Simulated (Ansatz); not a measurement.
Two structures of SiH₄O, closed shell, reached by relaxing down either side of one saddle point (PBE0-D4/def2-TZVP). Energies are electronic, without zero-point energy. Program: Ansatz 0.2.0. Basis: def2-TZVPP and def2-QZVPP. Cores are frozen in the correlated methods. Extrapolation: Hartree–Fock as exp(−7.88 √X), correlation as X^−2.97. First:

```xyz
6
angstrom
Si -0.7788 0.6845 -0.6694
H 1.5433 -0.3765 -0.5425
O 0.9744 -0.0207 0.1481
H -1.3829 -0.7055 -0.4479
H -1.1558 1.1451 0.7319
H 0.7999 -0.7269 0.7797
```

Second:

```xyz
6
angstrom
Si -0.2414 0.2449 -0.1954
H 0.5749 0.5568 -1.4009
O 0.6784 -0.3943 1.0132
H -1.3295 -0.6839 -0.6079
H -0.8243 1.4902 0.3533
H 1.1418 -1.2137 0.8377
```

Q: Which bonds change from the first to the second?

A: SiH₂ + H₂O → SiH₄O ([OH][SiH3]); bonds formed: Si1–H2; dative contacts that become bonds: Si1–O3; bonds broken: H2–O3.

Q: Give the saddle point's structure and its height above each. (An estimate is asked for; the value comes from the calculation.)

A: The calculation gives: 1.006 eV above the first and 3.594 eV above the second (CCSD(T) at an estimated basis limit (MP2 extrapolated from triple and quadruple zeta, plus CCSD(T) − MP2 in triple zeta)).
| atom | x (Å) | y (Å) | z (Å) |
| --- | --- | --- | --- |
| Si1 | -0.5058 | 0.4448 | -0.4717 |
| H2 | 1.0818 | 0.1530 | -0.6919 |
| O3 | 0.9864 | -0.1925 | 0.5125 |
| H4 | -1.4633 | -0.7062 | -0.3895 |
| H5 | -1.1036 | 1.4563 | 0.4546 |
| H6 | 1.0046 | -1.1555 | 0.5860 |

No T1 diagnostic of these runs exceeds 0.016. The restricted Hartree–Fock reference is unstable towards an unrestricted one at one or more of these structures.

Losses and insertions of silylenes and their heavier kin drive the gas-phase chemistry of silicon and germanium vapour deposition.

Labels in which every atom is bracketed show which atoms are joined, not bond orders.

For scale, one of the runs: CCSD(T)/def2-TZVPP, 129 basis functions, launched by `ansatz run in.yaml --threads 2 --pin off --events-out ev --progress --plain --max-ram 4352MiB`. The run took about 6.5 s on 2 CPU threads of an Arm Neoverse V1 (shared host).
